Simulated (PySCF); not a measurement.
Compound: C₃H₄ClF.
Atom-mapped SMILES: `[F:1]/[CH:2]=[CH:3]/[CH2:4][Cl:5]` (hydrogens: H6 on C2; H7 on C3; H8, H9 on C4)

Level of theory: MP2 and CCSD/aug-cc-pVDZ in PySCF, restricted Hartree–Fock reference, 9 core orbitals frozen, non-relativistic, gas phase, PBE0-D3(BJ)/def2-SVP geometry.

E(HF) = -674.87276 Eh.

Task: How large is the problem?

Result: 155 basis functions and 48 electrons; 9 orbitals frozen, which leaves o = 15 correlated occupied and v = 131 virtual orbitals. That is o·v = 1965 singles and o·v(o·v + 1)/2 = 1931595 distinct closed-shell doubles amplitudes before symmetry; the costliest CCSD step grows as o²v⁴ = 6.6 × 10^10.

Task: What are the MP2 and CCSD correlation energies?

Result: MP2 -0.7667 Eh and CCSD -0.8092 Eh, which gives totals of -675.63950 and -675.68197 Eh. That is 0.734 eV for each correlated electron at CCSD (2125 kJ/mol in all, 0.120 % of the total energy); MP2 gives 94.8 % of the CCSD value.

Task: What is the T1 diagnostic?

Result: 0.0117, below the customary warning level of 0.02. It is the norm of the spatial-orbital singles amplitudes over the root of the number of correlated electrons, so the norm is 0.064.

Task: How does correlation change the dipole moment?

Result: HF gives 2.06 D and CCSD (unrelaxed density) 1.82 D, a change of -0.24 D.

No triples correction and no basis-set extrapolation were made.

The job also held the EOM ionisation roots. Time: 3.8 min of wall time. Hardware: an x86-64 server with one thread, no GPU (shared host).

Shape of the structure used: `[F:1]/[CH:2]=[CH:3]/[CH2:4][Cl:5]`: C2–C3–C4–Cl5 -114°.

One conformer stands for the species.
